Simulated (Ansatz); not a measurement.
Input file for Ansatz (a quantum-chemistry and plane-wave program): R-CAM-B3LYP/def2-TZVPPD on F2H2 (a complex). Files ending in .json are basis or fitting sets from the Basis Set Exchange.

Ansatz 0.2 input:
```yaml
crystal:
  periodic: [false, false, false]
  atoms:
    - {symbol: F, position_ang: [1.32373600, -0.09022600, -0.00000700]}
    - {symbol: H, position_ang: [1.74043700, 0.73339000, 0.00001300]}
    - {symbol: F, position_ang: [-1.45719500, 0.01925700, -0.00001100]}
    - {symbol: H, position_ang: [-0.53931000, -0.09466400, 0.00014500]}
basis:
  gaussian:
    orbitals: def2-TZVPPD.json
hamiltonian:
  xc: {name: CAM-B3LYP}
scf: {lower_state_search: off}
```

It printed:

```
WARN ansatz: RAYON_NUM_THREADS=1 ignored (pool sized by the plan → 1); use --threads N
Functional definition: CAM-B3LYP
these checks for a lower state are left out or cut short: stability, starts, cluster_reference, orbital_swaps, neighbouring_geometries, increment
integrals: 0.02 GiB planned
512 factors; their error is unknown
integrals: 0.06 GiB planned
156 factors; integrals over basis functions are off by at most 5.9e-5 eV
mean field: 0.29 GiB planned
mean field evaluation 1: about -5465.5113 eV, gradient 4.3e1 eV
mean field evaluation 2: about -5464.2046 eV, gradient 5.6e1 eV
mean field evaluation 4: about -5468.0612 eV, gradient 5.2e-1 eV
mean field evaluation 8: about -5468.0746 eV, gradient 1.9e-1 eV
mean field -5468.07465551 eV, -200.9480371957 hartree, gradient 3.1e-6 eV, S^2 0.000000; 0 other end points of the search recorded, 0 dependent functions left out
reference -5468.07476966 eV, -200.9480413906 hartree; 10, 10 occupied and 104, 104 virtual orbitals, 512 factors
Total energy: -5468.07476966 eV, -200.9480413906 hartree
Checks for a lower state left out: stability, starts, cluster_reference, orbital_swaps, neighbouring_geometries, increment
```

The calculation finished and met its thresholds.

Cost: roughly 1.0 core-seconds.
